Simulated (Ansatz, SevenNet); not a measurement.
Bulk modulus of hcp Hf: levels of theory against measurement

Reference value: 110 GPa (measured, zero-point energy and finite temperature contributions removed; as tabulated in doi:10.1021/acs.jctc.3c00612).

Problem. Put these levels in order of the bulk modulus that they give for hcp Hf, smallest first: LDA (Ansatz, an electronic-structure program), PBEsol (Ansatz), SevenNet-l3i5 (SevenNet).

Solution. SevenNet-l3i5 (106 GPa), PBEsol (113 GPa), LDA (120 GPa)

Unless a cell is named, each level is at its own relaxed cell (SevenNet-l3i5 22.47, LDA 20.83, PBEsol 21.61 Å³/atom).

Errors against the reference: SevenNet-l3i5 -3.6 %, LDA +9.1 %, PBEsol +2.7 %.

Density-functional levels without +SOC have no spin–orbit coupling. Each level is taken at its own relaxed cell. Ansatz's density-functional and Hartree–Fock values are scalar-relativistic unless marked +SOC, with PAW data made under PBE.

Machine-learned potentials (SevenNet-l3i5) are trained on DFT data, which may include these solids.

Differences are worked out from the printed values.
